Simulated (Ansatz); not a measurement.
Relaxation of CH7BO (10 atoms, charge 0, multiplicity 1), to a largest force component of 0.03 eV/Å in at most 50 steps.

Method: RKS PBE-D4/def2-SVP in Ansatz 0.2.0.

```xyz
10
Properties=species:S:1:pos:R:3
B 0.225 -0.426 -0.373
H -0.477 0.020 1.875
H 1.178 0.320 -0.277
H -0.876 -0.070 -0.765
O 0.467 -1.754 -0.087
C -0.569 -2.723 -0.124
H -0.149 -3.685 -0.479
H -0.972 -2.877 0.902
H -1.403 -2.416 -0.790
H -0.142 -0.597 1.708
```

Q: Where does it end, and by what steps?

A: The forces met the threshold. The force dipped under the threshold on the way, but the program's further checks kept it going. After 36 steps the energy has fallen by 0.229 eV; H4 moved furthest, 1.62 Å.

```json
{"step": "0", "energy less start (eV)": "0.0000", "largest force component (eV/Å)": "1.627", "accepted": "yes"}
{"step": "2", "energy less start (eV)": "-0.1683", "largest force component (eV/Å)": "0.297", "accepted": "yes"}
{"step": "4", "energy less start (eV)": "-0.1832", "largest force component (eV/Å)": "0.063", "accepted": "yes"}
{"step": "6", "energy less start (eV)": "-0.1989", "largest force component (eV/Å)": "0.151", "accepted": "yes"}
{"step": "8", "energy less start (eV)": "-0.2032", "largest force component (eV/Å)": "0.107", "accepted": "yes"}
{"step": "10", "energy less start (eV)": "-0.2053", "largest force component (eV/Å)": "0.037", "accepted": "yes"}
{"step": "12", "energy less start (eV)": "-0.2068", "largest force component (eV/Å)": "0.190", "accepted": "no"}
{"step": "14", "energy less start (eV)": "-0.2102", "largest force component (eV/Å)": "0.035", "accepted": "yes"}
{"step": "16", "energy less start (eV)": "-0.2111", "largest force component (eV/Å)": "0.156", "accepted": "yes"}
{"step": "18", "energy less start (eV)": "-0.2171", "largest force component (eV/Å)": "0.096", "accepted": "yes"}
{"step": "20", "energy less start (eV)": "-0.2166", "largest force component (eV/Å)": "0.191", "accepted": "no"}
{"step": "22", "energy less start (eV)": "-0.2200", "largest force component (eV/Å)": "0.078", "accepted": "yes"}
{"step": "24", "energy less start (eV)": "-0.2213", "largest force component (eV/Å)": "0.195", "accepted": "yes"}
{"step": "26", "energy less start (eV)": "-0.2238", "largest force component (eV/Å)": "0.074", "accepted": "yes"}
{"step": "28", "energy less start (eV)": "-0.2252", "largest force component (eV/Å)": "0.027", "accepted": "yes"}
{"step": "30", "energy less start (eV)": "-0.2264", "largest force component (eV/Å)": "0.080", "accepted": "yes"}
{"step": "32", "energy less start (eV)": "-0.2277", "largest force component (eV/Å)": "0.030", "accepted": "yes"}
{"step": "34", "energy less start (eV)": "-0.2278", "largest force component (eV/Å)": "0.108", "accepted": "yes"}
{"step": "36", "energy less start (eV)": "-0.2289", "largest force component (eV/Å)": "0.010", "accepted": "yes"}
```

```xyz
10
Properties=species:S:1:pos:R:3
B 0.276 -0.451 -1.016
H -0.249 -0.754 3.226
H 0.972 0.524 -0.807
H -0.221 -0.700 -2.106
O 0.063 -1.273 0.034
C -0.724 -2.455 -0.051
H -0.084 -3.334 0.165
H -1.523 -2.410 0.717
H -1.181 -2.570 -1.058
H -0.045 -0.785 2.484
```

Whether the end is a true minimum wasn't checked by a vibrational analysis.

Time of the run: 70 s on 1 thread of Arm Neoverse V1 (shared host), peak memory 0.13 GiB.
